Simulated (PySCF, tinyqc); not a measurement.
Inside a calculation. Method: CISD on RHF in the sto-3g basis, frozen core, for LiH, spin multiplicity 1. The lowest restricted solution is unstable here: a spin-polarised one lies 0.0827 hartree lower (PySCF). Computed by tinyqc, a small Python program that keeps every step (integrals from PySCF). Settings: charge = 0, multiplicity = 1, basis = sto-3g, method = RHF, frozen orbitals = 1, energy threshold = 1e-10, iteration cap = 82, orthogonalisation = symmetric, start = Wolfsberg-Helmholz matrix, DIIS depth = 6, ci = CISD. Command: `OMP_NUM_THREADS=1 python tinyqc.py 23029 23030 out.jsonl` (the two numbers bound the seeds that draw the settings). One thread of a shared host (Intel(R) Xeon(R) Processor @ 2.60GHz), about 0.1 s of CPU time with the checks. The early iterations of the SCF are left out here.

## One-electron integrals

Geometry (angstrom):
```
atom        x        y        z
Li    0.00000  0.00000  0.00000
H     0.00000  0.00000  3.05500
```

Basis sto-3g: exponents (1/bohr^2) and contraction coefficients of normalised primitives:
```
element  l (shell)  exponent  coefficient
Li           s (1)  16.11958      0.15433
Li           s (1)   2.93620      0.53533
Li           s (1)   0.79465      0.44463
Li           s (2)   0.63629     -0.09997
Li           s (2)   0.14786      0.39951
Li           s (2)   0.04809      0.70012
Li           p (3)   0.63629      0.15592
Li           p (3)   0.14786      0.60768
Li           p (3)   0.04809      0.39196
H            s (1)   3.42525      0.15433
H            s (1)   0.62391      0.53533
H            s (1)   0.16886      0.44463
```

Overlap, kinetic and nuclear-attraction integrals over the contracted functions; the nuclear repulsion is the sum of Za Zb / Rab.

nuclear repulsion = 0.5196503 hartree

overlap S:
```
          1Li 1s   1Li 2s  1Li 2px  1Li 2py  1Li 2pz    2H 1s
1Li 1s   1.00000  0.24114  0.00000  0.00000  0.00000  0.00165
1Li 2s   0.24114  1.00000  0.00000  0.00000  0.00000  0.11687
1Li 2px  0.00000  0.00000  1.00000  0.00000  0.00000  0.00000
1Li 2py  0.00000  0.00000  0.00000  1.00000  0.00000  0.00000
1Li 2pz  0.00000  0.00000  0.00000  0.00000  1.00000  0.18273
2H 1s    0.00165  0.11687  0.00000  0.00000  0.18273  1.00000
```

kinetic energy T (hartree):
```
           1Li 1s    1Li 2s  1Li 2px  1Li 2py  1Li 2pz     2H 1s
1Li 1s    3.57679  -0.02024  0.00000  0.00000  0.00000  -0.00159
1Li 2s   -0.02024   0.10216  0.00000  0.00000  0.00000  -0.00245
1Li 2px   0.00000   0.00000  0.31968  0.00000  0.00000   0.00000
1Li 2py   0.00000   0.00000  0.00000  0.31968  0.00000   0.00000
1Li 2pz   0.00000   0.00000  0.00000  0.00000  0.31968   0.00351
2H 1s    -0.00159  -0.00245  0.00000  0.00000  0.00351   0.76003
```

nuclear attraction V (hartree):
```
           1Li 1s    1Li 2s   1Li 2px   1Li 2py   1Li 2pz     2H 1s
1Li 1s   -8.15610  -1.00611   0.00000   0.00000  -0.00442  -0.00573
1Li 2s   -1.00611  -1.37915   0.00000   0.00000  -0.05224  -0.14905
1Li 2px   0.00000   0.00000  -1.35835   0.00000   0.00000   0.00000
1Li 2py   0.00000   0.00000   0.00000  -1.35835   0.00000   0.00000
1Li 2pz  -0.00442  -0.05224   0.00000   0.00000  -1.39134  -0.23441
2H 1s    -0.00573  -0.14905   0.00000   0.00000  -0.23441  -1.74626
```

core Hamiltonian H = T + V (hartree):
```
           1Li 1s    1Li 2s   1Li 2px   1Li 2py   1Li 2pz     2H 1s
1Li 1s   -4.57931  -1.02635   0.00000   0.00000  -0.00442  -0.00731
1Li 2s   -1.02635  -1.27699   0.00000   0.00000  -0.05224  -0.15150
1Li 2px   0.00000   0.00000  -1.03867   0.00000   0.00000   0.00000
1Li 2py   0.00000   0.00000   0.00000  -1.03867   0.00000   0.00000
1Li 2pz  -0.00442  -0.05224   0.00000   0.00000  -1.07166  -0.23090
2H 1s    -0.00731  -0.15150   0.00000   0.00000  -0.23090  -0.98623
```

## Two-electron integrals

Functions are numbered as in S; the eight-fold symmetry (ij|kl) = (ji|kl) = (kl|ij) leaves the list below.

Two-electron integrals (ij|kl) in chemists' order, unique and non-zero (hartree):
```
(11|11) 1.68040    (21|11) 0.26542    (21|21) 0.04994    (22|11) 0.39773
(22|21) 0.09286    (22|22) 0.29056    (31|31) 0.00898    (32|31) 0.01379
(32|32) 0.06418    (33|11) 0.39664    (33|21) 0.09288    (33|22) 0.29050
(33|33) 0.31295    (41|41) 0.00898    (42|41) 0.01379    (42|42) 0.06418
(43|43) 0.01687    (44|11) 0.39664    (44|21) 0.09288    (44|22) 0.29050
(44|33) 0.27921    (44|44) 0.31295    (51|51) 0.00898    (52|51) 0.01379
(52|52) 0.06418    (53|53) 0.01687    (54|54) 0.01687    (55|11) 0.39664
(55|21) 0.09288    (55|22) 0.29050    (55|33) 0.27921    (55|44) 0.27921
(55|55) 0.31295    (61|11) 0.00154    (61|21) 0.00030    (61|22) 0.00062
(61|33) 0.00061    (61|44) 0.00061    (61|51) 0.00005    (61|52) 0.00011
(61|55) 0.00064    (61|61) 2.29e-06   (62|11) 0.02573    (62|21) 0.00619
(62|22) 0.02405    (62|33) 0.02262    (62|44) 0.02262    (62|51) 0.00080
(62|52) 0.00747    (62|55) 0.02687    (62|61) 0.00005    (62|62) 0.00588
(63|31) 0.00018    (63|32) 0.00133    (63|53) 0.00072    (63|63) 0.00018
(64|41) 0.00018    (64|42) 0.00133    (64|54) 0.00072    (64|64) 0.00018
(65|11) 0.03932    (65|21) 0.00947    (65|22) 0.03709    (65|33) 0.03476
(65|44) 0.03476    (65|51) 0.00125    (65|52) 0.01174    (65|55) 0.04170
(65|61) 0.00008    (65|62) 0.00938    (65|65) 0.01498    (66|11) 0.17322
(66|21) 0.04177    (66|22) 0.17163    (66|33) 0.16106    (66|44) 0.16106
(66|51) 0.00442    (66|52) 0.05126    (66|55) 0.19244    (66|61) 0.00034
(66|62) 0.05902    (66|65) 0.09518    (66|66) 0.77461
```

## Orthogonalisation

S = U s U^T; symmetric (Loewdin) form X = U s^(-1/2) U^T, so that X^T S X = 1.

eigenvalues of S: 0.71564  0.84467  1.00000  1.00000  1.15371  1.28598

X:
```
           1Li 1s    1Li 2s  1Li 2px  1Li 2py   1Li 2pz     2H 1s
1Li 1s    1.02299  -0.12625  0.00000  0.00000  -0.00163   0.01056
1Li 2s   -0.12625   1.02854  0.00000  0.00000   0.00864  -0.06239
1Li 2px   0.00000   0.00000  1.00000  0.00000   0.00000   0.00000
1Li 2py   0.00000   0.00000  0.00000  1.00000   0.00000   0.00000
1Li 2pz  -0.00163   0.00864  0.00000  0.00000   1.01298  -0.09419
2H 1s     0.01056  -0.06239  0.00000  0.00000  -0.09419   1.01849
```

## Iteration 10 (converged): orbitals

converged F (hartree):
```
           1Li 1s    1Li 2s  1Li 2px  1Li 2py   1Li 2pz     2H 1s
1Li 1s   -2.38193  -0.64555  0.00000  0.00000   0.01093  -0.00374
1Li 2s   -0.64555  -0.20408  0.00000  0.00000  -0.02622  -0.12508
1Li 2px   0.00000   0.00000  0.15065  0.00000   0.00000   0.00000
1Li 2py   0.00000   0.00000  0.00000  0.15065   0.00000   0.00000
1Li 2pz   0.01093  -0.02622  0.00000  0.00000   0.11203  -0.11907
2H 1s    -0.00374  -0.12508  0.00000  0.00000  -0.11907  -0.04725
```

Diagonalise F' = X^T F X, C = X C', fill 2 alpha and 2 beta electrons from the bottom; D = 2 C_occ C_occ^T. Each column has its largest component positive (the first on a tie).

F' = X^T F X (hartree):
```
          1         2        3        4         5         6
1  -2.32903  -0.35731  0.00000  0.00000   0.01047   0.02545
2  -0.35731  -0.07075  0.00000  0.00000  -0.00877  -0.12301
3   0.00000   0.00000  0.15065  0.00000   0.00000   0.00000
4   0.00000   0.00000  0.00000  0.15065   0.00000   0.00000
5   0.01047  -0.00877  0.00000  0.00000   0.13697  -0.13006
6   0.02545  -0.12301  0.00000  0.00000  -0.13006  -0.00989
```

orbital energies (hartree): MO1 -2.38426, MO2 -0.17226, MO3 0.05628, MO4 0.15065, MO5 0.15065, MO6 0.22755

coefficients C:
```
              MO1       MO2       MO3       MO4      MO5       MO6
1Li 1s    0.99175  -0.15907  -0.21799   0.00000  0.00000  -0.07865
1Li 2s    0.03220   0.58290   0.80049   0.00000  0.00000   0.31017
1Li 2px   0.00000   0.00000   0.00000   0.96931  0.24586   0.00000
1Li 2py   0.00000   0.00000   0.00000  -0.24586  0.96931   0.00000
1Li 2pz  -0.00379   0.26695  -0.49344   0.00000  0.00000   0.84871
2H 1s    -0.00168   0.67202  -0.39338   0.00000  0.00000  -0.66621
```

D after iteration 10:
```
           1Li 1s    1Li 2s  1Li 2px  1Li 2py   1Li 2pz     2H 1s
1Li 1s    2.01773  -0.12158  0.00000  0.00000  -0.09245  -0.21712
1Li 2s   -0.12158   0.68162  0.00000  0.00000   0.31096   0.78333
1Li 2px   0.00000   0.00000  0.00000  0.00000   0.00000   0.00000
1Li 2py   0.00000   0.00000  0.00000  0.00000   0.00000   0.00000
1Li 2pz  -0.09245   0.31096  0.00000  0.00000   0.14255   0.35880
2H 1s    -0.21712   0.78333  0.00000  0.00000   0.35880   0.90323
```

Within a degenerate level the vectors are fixed only up to a rotation; this is one choice.

## Convergence

Stop when the energy changes by less than 1e-10 hartree and every element of the error matrix X^T (F D S - S D F) X is below 3e-06.

Course of the cycle:
```
iteration  E (hartree)     change  largest element of the error matrix
1           -7.6474814          -                             1.70e-01
2           -7.6854692  -3.80e-02                             5.87e-02
3           -7.6961521  -1.07e-02                             2.42e-02
4           -7.7035727  -7.42e-03                             2.51e-02
5           -7.7045622  -9.89e-04                             4.62e-03
6           -7.7047161  -1.54e-04                             3.80e-03
7           -7.7047490  -3.29e-05                             6.74e-04
8           -7.7047504  -1.38e-06                             2.14e-05
9           -7.7047504  -1.04e-09                             1.88e-06
10          -7.7047504  -7.81e-12                             4.19e-09
```

PySCF RHF in the same basis = -7.7047504 hartree

Converged in 10 iterations.

## Integrals over molecular orbitals

(pq|rs) = sum C_ip C_jq C_kr C_ls (ij|kl), one index at a time.

one-electron integrals over orbitals h = C^T H C (hartree):
```
          1         2         3         4         5         6
1  -4.57084   0.10375   0.15443   0.00000   0.00000   0.03647
2   0.10375  -1.09704  -0.03321   0.00000   0.00000  -0.08498
3   0.15443  -0.03321  -1.04640   0.00000   0.00000   0.00109
4   0.00000   0.00000   0.00000  -1.03867   0.00000   0.00000
5   0.00000   0.00000   0.00000   0.00000  -1.03867   0.00000
6   0.03647  -0.08498   0.00109   0.00000   0.00000  -1.01472
```

Two-electron integrals over orbitals (pq|rs), unique and non-zero (hartree); the lowest 1 orbital is frozen and left out:
```
(22|22) 0.39818    (32|22) -0.09202   (32|32) 0.06542    (33|22) 0.23016
(33|32) 0.01309    (33|33) 0.29341    (42|42) 0.02202    (43|42) 0.02456
(43|43) 0.04035    (44|22) 0.21421    (44|32) 0.03807    (44|33) 0.26484
(44|44) 0.31295    (52|52) 0.02202    (53|52) 0.02456    (53|53) 0.04035
(54|54) 0.01687    (55|22) 0.21421    (55|32) 0.03807    (55|33) 0.26484
(55|44) 0.27921    (55|55) 0.31295    (62|22) -0.08946   (62|32) 0.07519
(62|33) -0.00616   (62|44) 0.04940    (62|55) 0.04940    (62|62) 0.11921
(63|22) 0.08288    (63|32) -0.05298   (63|33) -0.02962   (63|44) -0.02281
(63|55) -0.02281   (63|62) -0.05163   (63|63) 0.06051    (64|42) 0.01420
(64|43) 0.00643    (64|64) 0.01644    (65|52) 0.01420    (65|53) 0.00643
(65|65) 0.01644    (66|22) 0.34228    (66|32) -0.04530   (66|33) 0.25360
(66|44) 0.24987    (66|55) 0.24987    (66|62) -0.03085   (66|63) 0.03984
(66|66) 0.33262
```

## CISD: determinants and Hamiltonian

one-electron integrals dressed by the frozen orbital, h + 2 (pq|11) - (p1|1q) (hartree):
```
          2         3         4         5         6
2  -0.57044   0.09202   0.00000   0.00000   0.08946
3   0.09202  -0.33861   0.00000   0.00000  -0.09056
4   0.00000   0.00000  -0.25574   0.00000   0.00000
5   0.00000   0.00000   0.00000  -0.25574   0.00000
6   0.08946  -0.09056   0.00000   0.00000  -0.33779
```

energy of the frozen orbital, 2 h_11 + (11|11) = -7.4817093 hartree

Hartree-Fock energy = -7.7047504 hartree

Slater-Condon rules over spin orbitals, with the nuclear repulsion and the energy of the frozen orbital added and E(HF) subtracted on the diagonal. Only determinants linked to the reference directly or through others are kept (one block of an abelian symmetry group), so some states are absent.

Occupation strings over the orbitals (2 doubly, a alpha, b beta, 0 empty; spin orbitals ordered 1a 1b 2a 2b ...): 220000 2ab000 2a000b 2ba000 2b000a 202000 20a00b 200200 200020 20b00a 200002

H - E(HF) between determinants (hartree):
```
          220000    2ab000    2a000b    2ba000    2b000a    202000    20a00b    200200
220000   0.00000   0.00000   0.00000   0.00000   0.00000   0.06542   0.07519   0.02202
2ab000   0.00000   0.06380  -0.00768  -0.06542  -0.07519   0.10510  -0.05298   0.02456
2a000b   0.00000  -0.00768   0.17674  -0.07519  -0.11921  -0.05298   0.04672   0.01420
2ba000   0.00000  -0.06542  -0.07519   0.06380  -0.00768  -0.10510  -0.08330  -0.02456
2b000a   0.00000  -0.07519  -0.11921  -0.00768   0.17674   0.05298   0.05163  -0.01420
202000   0.06542   0.10510  -0.05298  -0.10510   0.05298   0.35887  -0.12018   0.04035
20a00b   0.07519  -0.05298   0.04672  -0.08330   0.05163  -0.12018   0.31989   0.00643
200200   0.02202   0.02456   0.01420  -0.02456  -0.01420   0.04035   0.00643   0.54415
200020   0.02202   0.02456   0.01420  -0.02456  -0.01420   0.04035   0.00643   0.01687
20b00a  -0.07519  -0.08330   0.05163  -0.05298   0.04672   0.12018  -0.06051  -0.00643
200002   0.11921  -0.05163   0.05860   0.05163  -0.05860   0.06051  -0.05073   0.01644

          200020    20b00a    200002
220000   0.02202  -0.07519   0.11921
2ab000   0.02456  -0.08330  -0.05163
2a000b   0.01420   0.05163   0.05860
2ba000  -0.02456  -0.05298   0.05163
2b000a  -0.01420   0.04672  -0.05860
202000   0.04035   0.12018   0.06051
20a00b   0.00643  -0.06051  -0.05073
200200   0.01687  -0.00643   0.01644
200020   0.54415  -0.00643   0.01644
20b00a  -0.00643   0.31989   0.05073
200002   0.01644   0.05073   0.39972
```

## CISD: roots

Diagonalise (each vector has its largest component positive (the first on a tie)); all determinants have Ms = 0, so triplets appear too. The lowest singlet root is the correlation energy.

lowest roots of this matrix, relative to E(HF) (hartree): -0.09201  -0.07487  -0.01746  0.02318  0.29077  0.30995  0.36698  0.45720

lowest vectors:
```
          root 1   root 2    root 3    root 4
220000   0.84000  0.00000  -0.32265   0.00000
2ab000   0.15638  0.63175   0.51120  -0.15210
2a000b  -0.04598  0.26122  -0.23708   0.60195
2ba000  -0.15638  0.63175  -0.51120  -0.15210
2b000a   0.04598  0.26122   0.23708   0.60195
202000  -0.30937  0.00000  -0.38389   0.00000
20a00b  -0.24100  0.18071  -0.05507  -0.33840
200200  -0.00992  0.00000  -0.00080   0.00000
200020  -0.00992  0.00000  -0.00080   0.00000
20b00a   0.24100  0.18071   0.05507  -0.33840
200002  -0.17084  0.00000   0.32770   0.00000
```

<S^2> of these roots: 0.00000  2.00000  0.00000  2.00000  0.00000  0.00000  2.00000  0.00000

weight of the ground state by excitation level 0, 1, 2, ...: 0.70561  0.05314  0.24126

The reference has a weight of only 0.71: one determinant is a poor start here. A root of higher spin lies below E(HF).
